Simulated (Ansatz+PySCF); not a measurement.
Values are calculated unless marked as measured or tabulated.
## PySCF 2.14.0 run

```python
from pyscf import gto, dft

mol = gto.M(atom="""
O 0.000000 0.000000 -0.594140
O 0.000000 0.000000 0.594140
""", basis='cc-pvdz', charge=0, spin=0)
mf = dft.RKS(mol, xc='wb97x')
mf.kernel()
print(mf.converged, mf.e_tot, mf.spin_square()[0])
```

The script is written out from the run's settings.

Output:

| Item | Value |
| --- | --- |
| Converged | yes |
| Total energy | -150.23627 hartree |
| Spin squared of the determinant | 0.000 |
| Cycles | 7 |

Caution: another spin multiplicity may lie lower; an unrestricted determinant lies well below.
